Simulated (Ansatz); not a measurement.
**Counterpoise correction, worked out**

The pair of HF (SMILES F, atoms 1–2) and SiH$_{4}$ (SMILES [SiH4], atoms 3–7), both closed shells, in one local arrangement (a lower one may exist), relaxed at PBE0-D4/def2-TZVP:

```csv
atom,x (Å),y (Å),z (Å)
F1,-0.3819,-0.1889,-2.5980
H2,-0.4401,0.3031,-1.8165
Si3,0.1726,-0.0385,0.8938
H4,0.1281,0.6644,2.1981
H5,-0.6667,-1.2589,0.9297
H6,1.5688,-0.3738,0.5290
H7,-0.3808,0.8926,-0.1360
```

Ansatz 0.2.0; basis: def2-TZVPPD; cores frozen in the correlated methods.

CCSD(T) total energies in eV:

| system | geometry | basis functions | energy |
| --- | --- | --- | --- |
| pair | pair | all | -10661.05338 |
| HF | as in the pair | all (partner as ghosts) | -2730.62015 |
| SiH$_{4}$ | as in the pair | all (partner as ghosts) | -7930.38459 |
| HF | as in the pair | its own | -2730.61231 |
| SiH$_{4}$ | as in the pair | its own | -7930.37981 |
| HF | free (PBE0-D4 minimum) | its own | -2730.61345 |
| SiH$_{4}$ | free (PBE0-D4 minimum) | its own | -7930.38538 |

Question: Work out the interaction energy with and without the counterpoise correction, the superposition error, and the binding energy from the relaxed fragments.

Answer: Without correction: -10661.05338 − (-2730.61231) − (-7930.37981) = -0.06126 eV.
With correction (each fragment in the whole basis): -10661.05338 − (-2730.62015) − (-7930.38459) = -0.04864 eV = -1.12 kcal/mol.
The superposition error is the difference, 0.01262 eV, 21 % of the uncorrected value: each fragment borrows its partner's functions.
Deformation from the free shapes: 0.00114 eV for HF and 0.00557 eV for SiH$_{4}$.
Binding energy from relaxed fragments: -0.04864 + 0.00114 + 0.00557 = -0.04193 eV = -0.97 kcal/mol (electronic, without zero-point energy; negative means bound). For comparison, the corrected interaction energy by CCSD(T) at an estimated basis limit (MP2 extrapolated from triple and quadruple zeta, plus CCSD(T) − MP2 in triple zeta) is -0.057 eV; triple zeta with the correction binds less.

The T1 diagnostic stays at or below 0.011.

For scale, one of the runs: CCSD(T)/def2-TZVPPD, 173 basis functions, launched by `ansatz run in.yaml --threads 2 --pin off --events-out ev --progress --plain --max-ram 5222MiB`. Hardware: 2 CPU threads of an Arm Neoverse N1, shared host. Wall time 40 s; peak host memory 1.4 GiB.
